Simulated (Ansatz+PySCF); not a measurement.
Results of a calculation; reference values are marked as such.
## PySCF 2.14.0 run

```python
from pyscf import gto, scf, mp

# the (T+d) and (D+d) sets load through basis_set_exchange
mol = gto.M(atom="""
C 0.010760 0.000000 -0.907930
C -0.257120 0.000000 0.522450
Cl 1.356590 0.000000 1.485410
H 0.202300 0.928960 -1.429410
H 0.202300 -0.928960 -1.429410
H -0.757420 0.895980 0.879440
H -0.757420 -0.895980 0.879440
""", basis={'C': 'cc-pvtz', 'Cl': 'cc-pv(t+d)z', 'H': 'cc-pvtz'}, charge=0, spin=1)
mf = scf.UHF(mol)
mf.kernel()
pt = mp.MP2(mf, frozen=7).run()
print(mf.e_tot, pt.e_corr, pt.e_tot)
```

The script is written out from the run's settings.

Results

```json
{
 "Converged": "yes",
 "Reference energy": "-537.56661 hartree",
 "Correlation energy": "-0.50763 hartree",
 "Total energy": "-538.07424 hartree",
 "Spin squared of the determinant": "0.771"
}
```
